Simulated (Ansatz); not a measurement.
Total energies of `[CH3][Al][SH]` radical.

Cartesian coordinates in Å:
```
C 0.125 -0.322 -1.185
Al 0.564 0.667 0.455
S -0.715 0.208 2.193
H 0.578 0.112 -2.078
H -0.961 -0.354 -1.320
H 0.481 -1.353 -1.090
H -0.072 1.042 3.026
```

The species carries charge 0 and has multiplicity 2. All single points use the PBE0-D4/def2-TZVP geometry. It is one conformer, not always the lowest. Basis def2-TZVPP, Ansatz.

RPA on PBE orbitals: Hartree–Fock energy of these orbitals -679.66789 Eh, correlation -0.74145 Eh (frozen core).

| functional | energy without D4 (Eh) | D4 term (kJ/mol) |
| --- | --- | --- |
| LDA (SPW92) | -678.36136 | – |
| PBE | -680.81371 | -12.7 |
| revPBE | -681.04599 | -35.6 |
| BLYP | -681.15682 | -27.8 |
| B97M-V | -681.01948 | – |
| PBE0 | -680.87736 | -10.8 |
| B3LYP | -681.22529 | -20.9 |
| ωB97X-V | -681.06249 | – |
| B2PLYP | -680.89521 | – |
| PBE-QIDH | -680.69537 | – |

Give the same for r2SCAN, r2SCANh, r2SCAN0, HSE06 (plane-wave form), BHLYP, CAM-B3LYP, LC-ωPBE, ωB97M-V. (Estimate.)

Computed: 
```csv
functional,energy without D4 (Eh),D4 term (kJ/mol)
r2SCAN,-681.10278,-2.9
r2SCANh,-681.09771,-3.1
r2SCAN0,-681.09073,-3.5
HSE06 (plane-wave form),-680.86128,-10.2
BHLYP,-681.15301,-17.8
CAM-B3LYP,-681.16858,-11.1
LC-ωPBE,-680.95608,–
ωB97M-V,-681.10916,–
```

B3LYP takes the VWN-RPA correlation (the form of Gaussian; ORCA's B3LYP/G). HSE06 is the plane-wave form, built on full-range PBE exchange. The double hybrids freeze the cores in their second-order part.

LC-ωPBE has ω = 0.4 bohr⁻¹.
